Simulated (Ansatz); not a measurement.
# Structure relaxation of CsTi2

All numbers below come from DFT PBE, scalar-relativistic, plane waves, PAW (Ansatz 0.2.0). Cutoff 420 eV, Γ-centred k mesh, Gaussian smearing, no spin polarisation in the final step.

CsTi2 was placed on the cubic Laves (C15) structure type (Fd-3m, No. 227), with Cs in place of Mg, Ti in place of Cu, at a guessed volume.

```
Cs Ti
1.0
     0.00000    4.22031    4.22031
     4.22031    0.00000    4.22031
     4.22031    4.22031    0.00000
Cs Ti
2 4
Direct
  0.00000 0.00000 0.00000
  0.25000 0.25000 0.25000
  0.62500 0.62500 0.62500
  0.12500 0.62500 0.62500
  0.62500 0.62500 0.12500
  0.62500 0.12500 0.62500
```

Cell and atoms relax at zero pressure; the relaxation can't lower the symmetry of the start.

Formation energies are uncorrected and refer to the elements' standard structures at the same level.

Task: Which crystal results?

Result: It keeps Fd-3m (No. 227). The result has the cubic Laves (C15) structure. Conventional cell: a = 8.723 Å. Around Cs lie 12 Ti at 3.62 Å and 4 Cs at 3.78 Å; around Ti lie 6 Ti at 3.08 Å and 6 Cs at 3.62 Å.

Space group Fd-3m:1 (No. 227). a = 8.723 Å, b = 8.723 Å, c = 8.723 Å, α = 90.00°, β = 90.00°, γ = 90.00°
```tsv
atom	site	symmetry	x	y	z
Cs	8a	-43m	0.5000	0.0000	0.5000
Ti	16d	.-3m	0.1250	0.6250	0.1250
```

Task: What are its volume, energy, density and gap?

Result: The volume per atom is 27.66 Å³. The density is 4.58 g/cm³, the energy over the elements is 1.44 eV/atom and the gap on the 8×8×8 mesh is 0 eV (a metal).

The final run used a 8×8×8 mesh on its 6-atom cell and 0.10 eV smearing. For metals, differences of a few meV/atom aren't resolved. A structure relaxed within its symmetry needn't be a true minimum.

Cost: 3 runs of about 1.2 core-minutes in all, on Intel Xeon Platinum 8488C (Sapphire Rapids) (shared hosts).